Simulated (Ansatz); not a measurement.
The input, for Ansatz 0.2.0:

```yaml
crystal:
  periodic: [false, false, false]
  atoms:
    - {symbol: In, position_ang: [0.000000, 0.000000, -0.040853]}
    - {symbol: H, position_ang: [0.000000, 1.692074, 2.326877]}
    - {symbol: H, position_ang: [0.000000, -1.692074, 2.326877]}
basis:
  gaussian: {orbitals: def2-TZVPP}
total_charge: 1
magnetization: {spin_polarized: false, initial_magnetization: 2}
correlation: {method: sc_nevpt2, electrons: outside_noble_gas, active_space: {window: {electrons: 4, orbitals: 4}}}
```

```sh
$ ansatz run in.yaml --threads 1 --pin off --events-out ev --progress --plain --max-ram 2393MiB
```

Log:

```
621 factors; integrals over basis functions are off by at most 7.3e-4 eV
mean field evaluation 1: about -5169.4644 eV, gradient 7.7e0 eV
mean field evaluation 2: about -5169.4674 eV, gradient 7.7e0 eV
mean field evaluation 4: about -5170.6305 eV, gradient 1.3e0 eV
mean field evaluation 8: about -5170.6510 eV, gradient 2.3e-4 eV
mean field -5170.65095669 eV, -190.0179178654 hartree, gradient 3.2e-6 eV, S^2 2.000000; 0 other end points of the search recorded, 0 dependent functions left out
reference -5170.65095669 eV, -190.0179178654 hartree; 12, 10 occupied and 66, 68 virtual orbitals, 621 factors
state -5170.97578489 eV, -190.0298550813 hartree
state -5170.97578489 eV, -190.0298550813 hartree; corrected -5171.33982187 eV, -190.0432331938 hartree
Total energy: -5171.33982187 eV, -190.0432331938 hartree
```

Natural occupations: 1.9571 1.0000 0.9991 0.0438.

For the same geometry and basis full CI lies 306.2 meV lower.

Ran on 1 thread of Intel Xeon, shared host: 15 s wall, 0.12 GiB peak host memory.
